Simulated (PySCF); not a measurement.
Molecule: `CC#CCF`, C$_{4}$H$_{5}$F.

Cartesian coordinates in Å; atom numbers follow the order of the lines, from 1:
```xyz
10

C    -1.997    0.133   -0.252
C    -0.560   -0.024   -0.113
C     0.641   -0.147   -0.002
C     2.082   -0.309    0.141
F     2.774    0.796   -0.289
H    -2.443   -0.725   -0.779
H    -2.231    1.040   -0.831
H    -2.488    0.223    0.729
H     2.337   -0.491    1.200
H     2.421   -1.183   -0.442
```

Geometry PBE0-D3(BJ)/def2-SVP throughout; GIAO in PySCF, gas phase, one conformer, non-relativistic; equivalent atoms averaged; basis pcSseg-2.

For orientation, mPW1PW91 gives these shifts δ (against TMS, CFCl3 at the same level): C2 94.7, C3 82.0, C4 73.6, C1 4.8, F5 -238.0, H9/H10 4.89, H6/H7/H8 1.92 ppm.

A run gave: C2 92.0, C3 79.9, C4 73.2, C1 5.3, F5 -235.6, H9/H10 4.90, H6/H7/H8 1.94 ppm (shifts δ (against TMS, CFCl3 at the same level)).

Which functional was used in that run?
A. B97-2
B. wB97X-D
C. PBE0
D. BHandHLYP
E. CAM-B3LYP

Answers

A. C2 tells them apart best: B97-2 gives 92.0, BHandHLYP gives 94.8, CAM-B3LYP gives 96.1, PBE0 gives 95.0, wB97X-D gives 95.2 ppm.
